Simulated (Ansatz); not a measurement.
**Cost against result**

Saddle point of SiPH7O, singlet (SiPH₇O ([OH][SiH2][PH4]) → SiPH₅O ([OH][SiH2][PH2]) + H₂; bonds formed: H2–H6; bonds broken: H2–P7, H6–P7), PBE0-D4/def2-TZVP structure:

```json
{"atom": "Si1", "x (Å)": "-0.0117", "y (Å)": "-0.6993", "z (Å)": "1.0187"}
{"atom": "H2", "x (Å)": "1.1423", "y (Å)": "1.3129", "z (Å)": "-0.5620"}
{"atom": "H3", "x (Å)": "0.4839", "y (Å)": "-2.0749", "z (Å)": "0.7635"}
{"atom": "H4", "x (Å)": "-1.2665", "y (Å)": "-0.7591", "z (Å)": "1.8071"}
{"atom": "O5", "x (Å)": "1.0410", "y (Å)": "0.3759", "z (Å)": "1.5967"}
{"atom": "H6", "x (Å)": "-0.3200", "y (Å)": "1.5178", "z (Å)": "-0.8848"}
{"atom": "P7", "x (Å)": "-0.6475", "y (Å)": "0.1251", "z (Å)": "-1.0148"}
{"atom": "H8", "x (Å)": "1.3251", "y (Å)": "0.9250", "z (Å)": "0.7826"}
{"atom": "H9", "x (Å)": "0.1384", "y (Å)": "-0.1978", "z (Å)": "-2.1229"}
{"atom": "H10", "x (Å)": "-1.8851", "y (Å)": "-0.5255", "z (Å)": "-1.3841"}
```

Barriers are electronic and count from the start structure reached by relaxing down the imaginary mode.

Ansatz 0.2.0; basis: as named in each row; cores frozen in the correlated methods. B3LYP uses VWN-RPA correlation. Extrapolation: Hartree–Fock as exp(−7.88 √X), correlation as X^−2.97.

Times are rough, for one single point on 4 threads of a shared host (Arm Neoverse V1).

The estimate by CCSD(T) at an estimated basis limit (MP2 extrapolated from triple and quadruple zeta, plus CCSD(T) − MP2 in triple zeta) is 1.168 eV.

```csv
method,basis,time (s),barrier (eV),method less estimate
HF,STO-3G,under 1,2.378,1.210
PBE-D4,STO-3G,under 1,1.348,0.180
SPW92,def2-SVP,under 1,0.627,-0.541
PBE-D4,def2-SVP,under 1,0.789,-0.379
B3LYP-D4,6-31G,under 1,0.548,-0.620
PBE0-D4,def2-SVP,under 1,1.002,-0.166
SPW92,def2-TZVPP,under 1,0.722,-0.446
PBE-D4,def2-TZVPP,2,0.875,-0.293
BLYP-D4,def2-TZVPP,2,0.888,-0.280
CCSD(T),def2-SVP,2,1.188,0.020
B3LYP-D4,def2-TZVPP,2,1.049,-0.119
BHLYP-D4,def2-TZVPP,2,1.265,0.097
CAM-B3LYP-D4,def2-TZVPP,2,1.140,-0.028
PBE0-D4,def2-TZVPP,2,1.067,-0.101
wB97M-V,def2-SVP,3,1.094,-0.073
r2SCAN-D4,def2-TZVPP,3,0.997,-0.171
RPA on PBE,def2-TZVPP,3,1.170,0.002
r2SCAN0-D4,def2-TZVPP,3,1.133,-0.035
B2PLYP,def2-TZVPP,4,1.134,-0.034
PBE-QIDH,def2-TZVPP,4,1.210,0.042
wB97X-V,def2-TZVPP,6,1.235,0.067
wB97M-V,def2-TZVPP,6,1.162,-0.006
B97M-V,def2-TZVPP,7,1.067,-0.100
MP2,def2-QZVPP,13,1.203,0.035
CCSD(T),def2-TZVPP,42,1.181,0.013
```

All methods are single points on the PBE0-D4 structures.

The T1 diagnostic stays at or below 0.019.

Labels in which every atom is bracketed show which atoms are joined, not bond orders.
